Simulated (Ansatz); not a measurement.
Born–Oppenheimer molecular dynamics of H4OSi (6 atoms, charge 0, multiplicity 1). It starts from a relaxed structure.

All numbers below come from RKS CAM-B3LYP/6-31G* in Ansatz.

```
ensemble        : NVT, Langevin thermostat
time step       : 0.5 fs
steps asked     : 250
set temperature : 2000 K
friction        : 0.001 /fs
seed            : 685147
```

Frames 1 fs apart, positions in Å, forces in eV/Å.

Velocities at 40.0 fs (Å/ps):

```
Si 4.16 -6.56 2.16
H 53.88 -11.21 -42.68
H -32.09 -23.27 29.50
O -12.73 8.38 -2.24
H 9.96 -5.28 -38.29
H 14.21 21.04 -4.47
```

```xyz
6
Properties=species:S:1:pos:R:3:forces:R:3 time_fs=40.0 energy_less_start_eV=0.451 T=1019
Si 0.006 -0.034 -0.097 1.05 -0.22 1.57
H -0.155 -0.299 1.376 -0.96 0.05 -0.28
H 1.463 0.116 0.109 0.35 0.85 -0.69
O -0.913 1.219 -0.703 0.34 -0.68 -0.14
H -1.283 1.849 -0.073 0.07 -0.09 0.08
H 0.056 -1.330 -0.793 -0.85 0.08 -0.52
6
Properties=species:S:1:pos:R:3:forces:R:3 time_fs=41.0 energy_less_start_eV=0.630 T=837
Si 0.011 -0.040 -0.095 0.27 0.60 0.66
H -0.106 -0.310 1.333 -1.27 -0.12 0.63
H 1.432 0.097 0.136 1.09 1.02 -0.75
O -0.925 1.227 -0.705 1.56 -2.66 -1.38
H -1.273 1.845 -0.109 -0.77 1.42 1.56
H 0.066 -1.308 -0.801 -0.87 -0.26 -0.73
6
Properties=species:S:1:pos:R:3:forces:R:3 time_fs=42.0 energy_less_start_eV=0.844 T=565
Si 0.016 -0.047 -0.092 -0.43 1.34 -0.37
H -0.072 -0.320 1.294 -1.52 -0.33 1.62
H 1.411 0.087 0.154 1.68 1.13 -0.78
O -0.938 1.234 -0.709 2.24 -3.83 -1.89
H -1.268 1.856 -0.132 -1.14 2.22 2.29
H 0.066 -1.287 -0.816 -0.84 -0.53 -0.87
6
Properties=species:S:1:pos:R:3:forces:R:3 time_fs=43.0 energy_less_start_eV=0.894 T=513
Si 0.020 -0.052 -0.089 -0.79 1.88 -1.12
H -0.052 -0.332 1.271 -1.63 -0.50 2.27
H 1.408 0.089 0.163 1.87 1.15 -0.80
O -0.948 1.239 -0.713 1.93 -3.22 -0.92
H -1.274 1.887 -0.133 -0.59 1.32 1.48
H 0.056 -1.270 -0.840 -0.79 -0.63 -0.90
6
Properties=species:S:1:pos:R:3:forces:R:3 time_fs=44.0 energy_less_start_eV=0.836 T=609
Si 0.025 -0.058 -0.086 -0.74 2.17 -1.36
H -0.049 -0.348 1.269 -1.62 -0.56 2.32
H 1.423 0.100 0.163 1.55 1.07 -0.83
O -0.958 1.241 -0.718 1.20 -1.69 0.68
H -1.290 1.932 -0.120 0.31 -0.44 -0.01
H 0.040 -1.258 -0.873 -0.72 -0.55 -0.80
6
Properties=species:S:1:pos:R:3:forces:R:3 time_fs=45.0 energy_less_start_eV=0.760 T=702
Si 0.029 -0.064 -0.084 -0.44 2.21 -1.14
H -0.062 -0.366 1.286 -1.47 -0.48 1.77
H 1.454 0.121 0.154 0.90 0.89 -0.84
O -0.967 1.242 -0.723 0.73 -0.57 1.81
H -1.301 1.973 -0.106 0.92 -1.73 -1.04
H 0.019 -1.249 -0.914 -0.63 -0.31 -0.56
6
Properties=species:S:1:pos:R:3:forces:R:3 time_fs=46.0 energy_less_start_eV=0.671 T=775
Si 0.033 -0.068 -0.083 -0.13 2.02 -0.66
H -0.088 -0.391 1.321 -1.23 -0.29 0.80
H 1.491 0.149 0.136 0.13 0.66 -0.80
O -0.975 1.243 -0.728 0.60 -0.12 2.34
H -1.303 1.999 -0.100 1.15 -2.30 -1.47
H -0.007 -1.244 -0.962 -0.51 0.02 -0.21
6
Properties=species:S:1:pos:R:3:forces:R:3 time_fs=47.0 energy_less_start_eV=0.581 T=900
Si 0.037 -0.072 -0.081 0.01 1.76 -0.28
H -0.123 -0.419 1.363 -0.92 -0.06 -0.19
H 1.530 0.180 0.112 -0.56 0.42 -0.71
O -0.982 1.244 -0.731 0.78 -0.36 2.29
H -1.296 2.003 -0.112 1.05 -2.14 -1.32
H -0.037 -1.240 -1.013 -0.37 0.39 0.21
6
Properties=species:S:1:pos:R:3:forces:R:3 time_fs=48.0 energy_less_start_eV=0.526 T=910
Si 0.040 -0.075 -0.080 -0.01 1.59 -0.13
H -0.166 -0.445 1.401 -0.60 0.13 -0.96
H 1.563 0.213 0.081 -1.09 0.19 -0.58
O -0.989 1.244 -0.733 1.28 -1.38 1.65
H -1.280 1.985 -0.137 0.64 -1.18 -0.55
H -0.071 -1.232 -1.062 -0.22 0.65 0.58
6
Properties=species:S:1:pos:R:3:forces:R:3 time_fs=49.0 energy_less_start_eV=0.573 T=825
Si 0.044 -0.077 -0.078 -0.20 1.48 -0.19
H -0.215 -0.469 1.430 -0.29 0.28 -1.48
H 1.586 0.247 0.045 -1.43 -0.02 -0.42
O -0.995 1.245 -0.735 2.01 -3.14 0.40
H -1.258 1.958 -0.168 -0.03 0.57 0.80
H -0.105 -1.220 -1.105 -0.06 0.83 0.89
6
Properties=species:S:1:pos:R:3:forces:R:3 time_fs=50.0 energy_less_start_eV=0.696 T=653
Si 0.047 -0.079 -0.077 -0.51 1.42 -0.38
H -0.266 -0.493 1.443 -0.01 0.39 -1.77
H 1.594 0.279 0.009 -1.57 -0.17 -0.26
O -0.999 1.243 -0.738 2.61 -4.86 -0.83
H -1.233 1.938 -0.192 -0.61 2.33 2.12
H -0.138 -1.204 -1.141 0.09 0.89 1.11
6
Properties=species:S:1:pos:R:3:forces:R:3 time_fs=51.0 energy_less_start_eV=0.715 T=642
Si 0.050 -0.081 -0.076 -0.91 1.44 -0.65
H -0.318 -0.510 1.438 0.24 0.44 -1.84
H 1.586 0.311 -0.028 -1.52 -0.30 -0.09
O -1.002 1.238 -0.741 2.56 -4.98 -0.87
H -1.210 1.940 -0.198 -0.60 2.54 2.21
H -0.169 -1.181 -1.170 0.23 0.86 1.24
```

Of the whole run (125 fs, mean temperature of the second half 928 K): The mean temperature of the second half is 54 % below the set value. A run of 0.12 ps of so small a system gives no equilibrium averages.

Run time: 4.2 min on 1 thread of Arm Neoverse V1 (shared host), peak memory 0.085 GiB.
